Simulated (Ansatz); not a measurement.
# CH2O3: one species, many methods

Aim: compute CH2O3 with functionals from several rungs and with coupled cluster, and see how far each lands from CCSD(T) at the basis-set limit for the atomisation energy.

Method: functionals in def2-TZVPP, the program's frozen cores in correlated methods; program: Ansatz 0.2.0, Gaussian basis.

The runs, in order: LDA (SPW92), PBE-D4, revPBE-D4, BLYP-D4, r2SCAN-D4, B97M-V, PBE0-D4, B3LYP-D4, r2SCANh-D4, r2SCAN0-D4, HSE06-D4, BHLYP-D4, CAM-B3LYP-D4, LC-ωPBE, ωB97X-V, ωB97M-V, B2PLYP, PBE-QIDH; CCSD(T)/def2-SVP; CCSD(T)/def2-TZVPP; MP2/def2-QZVPP; extrapolation to the limit; RPA on PBE.

**1. The relaxed structure**

All runs share one geometry, relaxed beforehand with PBE0-D4 in a triple-zeta def2 set.

SMILES `O=C(O)O`, 6 atoms, charge 0, spin multiplicity 1.

Atoms are counted from 1 here; the program's logs count them from 0.

Bond lengths: O1–C2 1.200 Å, C2–O3 1.331 Å, C2–O4 1.331 Å, O3–H5 0.965 Å, O4–H6 0.965 Å. Angles: O1–C2–O3 125.6°, O1–C2–O4 125.6°, O3–C2–O4 108.9°, C2–O3–H5 106.3°, C2–O4–H6 106.3°.

**2. LDA**

This LDA is Slater exchange with PW92 correlation.

in.yaml

```yaml
crystal:
  periodic: [false, false, false]
  atoms:
    - {symbol: O, position_ang: [-0.647941, -0.873959, 0.741853]}
    - {symbol: C, position_ang: [-0.051314, -0.087604, 0.059075]}
    - {symbol: O, position_ang: [1.250543, -0.130168, -0.212904]}
    - {symbol: O, position_ang: [-0.583646, 0.969179, -0.549562]}
    - {symbol: H, position_ang: [1.597217, -0.905808, 0.244039]}
    - {symbol: H, position_ang: [-1.522659, 0.964160, -0.328599]}
basis:
  gaussian: {orbitals: def2-TZVPP}
hamiltonian: {xc: lda}
output: {orbitals: {seedname: orbitals}}
```

Command:

```bash
> ansatz run in.yaml --threads 2 --pin off --events-out ev --progress --plain --max-ram 4352MiB
```

The runs that follow: PBE-D4 (GGA); revPBE-D4 (GGA); BLYP-D4 (GGA); r2SCAN-D4 (meta-GGA); B97M-V (meta-GGA); B3LYP-D4 (hybrid); r2SCANh-D4 (hybrid); r2SCAN0-D4 (hybrid); HSE06-D4 (hybrid); BHLYP-D4 (hybrid); CAM-B3LYP-D4 (range-separated); LC-ωPBE (range-separated); ωB97X-V (range-separated); ωB97M-V (range-separated); B2PLYP (double hybrid); PBE-QIDH (double hybrid); CCSD(T) in def2-SVP; CCSD(T) in def2-TZVPP; MP2 in def2-QZVPP; RPA on PBE orbitals.

Before running them: what should the planned runs give, taken together? Wanted: atomisation energy, CCSD(T)/CBS; farthest beyond LDA; mean size of error, GGA; mean size of error, meta-GGA; mean size of error, hybrid; mean size of error, range-separated; mean size of error, double hybrid; gap, smallest and largest; T1 diagnostic.

As calculated:

```
                               quantity                                                               value
        atomisation energy, CCSD(T)/CBS                                                       2591.0 kJ/mol
 functionals within 13.0 kJ/mol (0.5 %)  B97M-V, PBE0-D4, HSE06-D4, CAM-B3LYP-D4, LC-ωPBE, ωB97X-V, ωB97M-V
                    farthest beyond LDA                                            BHLYP-D4 (-174.6 kJ/mol)
                mean size of error, GGA                                                         57.2 kJ/mol
           mean size of error, meta-GGA                                                         11.9 kJ/mol
             mean size of error, hybrid                                                         49.7 kJ/mol
    mean size of error, range-separated                                                          8.5 kJ/mol
      mean size of error, double hybrid                                                         29.8 kJ/mol
              gap, smallest and largest                               6.48 eV (BLYP-D4), 14.39 eV (LC-ωPBE)
                          T1 diagnostic                                                              0.0143
triples share of the correlation energy                                                               3.8 %
```

What this shows: The LDA atomisation energy is off by 545.8 kJ/mol (21 %): it overbinds. PBE-D4 misses by +123.0 kJ/mol. Double hybrids carry the basis error of their MP2 part in triple zeta, and no dispersion term here, so their miss is partly the set-up's. The rungs range-separated, meta-GGA miss on average by less than the doubt on the reference (13.0 kJ/mol), so they tie. The reference freezes the cores and leaves out relativity and excitations past (T), so misses under about 13.0 kJ/mol can't be ranked. Hartree-Fock recovers 64 % of the binding; the rest is correlation. CCSD(T) in def2-SVP is off by -153.1 kJ/mol, more than most functionals: a good method in a small basis is no reference. The gap grows from 6.5 to 14.4 eV across the functionals, mostly with the share of exact exchange.
